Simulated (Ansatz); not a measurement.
System: C₂Cl₄, net charge 0, singlet state. SMILES: ClC(Cl)=C(Cl)Cl
Coordinates optimised at B3LYP-D3(BJ)/def2-TZVP (Ansatz, an electronic-structure program):
```xyz
6

C     -0.0004    -0.0005     0.6696
C      0.0004     0.0005    -0.6696
Cl     0.0045     1.4501     1.5909
Cl    -0.0065    -1.4527     1.5885
Cl    -0.0045    -1.4501    -1.5909
Cl     0.0065     1.4527    -1.5885
```
Charge 0, spin multiplicity 1.

Computed values are from Ansatz. Cores are frozen in the correlated levels unless marked. UHF or UKS for open shells. Spin-orbit coupling is left out. No relativistic terms. CBS(X,Y): correlation extrapolated as X^-3; Hartree-Fock from the larger set. [CCSD(T)-MP2]/basis is that difference in the basis named.

```json
{
 "atomisation energy De": "1964.5 kJ/mol at RI-MP2/CBS(cc-pV(T+d)Z,cc-pV(Q+d)Z)+[CCSD(T)-MP2]/cc-pV(T+d)Z",
 "total_energy": "-1915.1565 Eh at RI-MP2/CBS(cc-pV(T+d)Z,cc-pV(Q+d)Z)+[CCSD(T)-MP2]/cc-pV(T+d)Z",
 "dipole_moment": "0.00 D at wB97M-V/def2-TZVPD",
 "T1 diagnostic": "0.011 at CCSD/cc-pV(T+d)Z",
 "measured enthalpy of formation, 298 K": "-12.6 kJ/mol (G2/97 table in ASE (Curtiss et al.); older table, unchecked)",
 "measured_dipole_moment": "0.00 D (NIST CCCBDB, as tabulated in the package chemicals; older table, unchecked)"
}
```

The Hartree-Fock reference is unstable (checked in the largest basis), which strains HF and MP2.
